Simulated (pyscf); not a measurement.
Single points on ωB97X-D3(BJ)/def2-SVP structures (PySCF, gas phase).

Q: Estimate by transition-state theory the rate constant of H₃Si–SiH₃ + CH₃• → •H₂Si–SiH₃ + CH₄ (doublet surface; H–Si broken, C–H formed) at 298 K, with ωB97M-D3(BJ)/def2-TZVP energies (ideal gas, 1 atm, RRHO with modes under 100 cm⁻¹ raised to 100, one conformer, R ln 2 for chiral ones without a mode under 150 cm⁻¹; no tunnelling).

A: The electronic barrier is 6.7 kcal/mol and the thermal terms add +7.5, so ΔG‡ = 14.2 kcal/mol. With k_BT/h = 6.21e+12 s⁻¹ and RT = 0.592 kcal/mol, and a volume of 4.06e-20 cm³ per molecule at 1 atm, k = 1.0e-17 cm³ molecule⁻¹ s⁻¹. Wigner's tunnelling factor for 855i cm⁻¹ would be 1.71, likely too low at so high a frequency. A shift of 1 kcal/mol in the barrier changes k by a factor 5.4. This is the saddle that the search found; another between the same sides may lie lower. The angle at the transferred H is 179°.
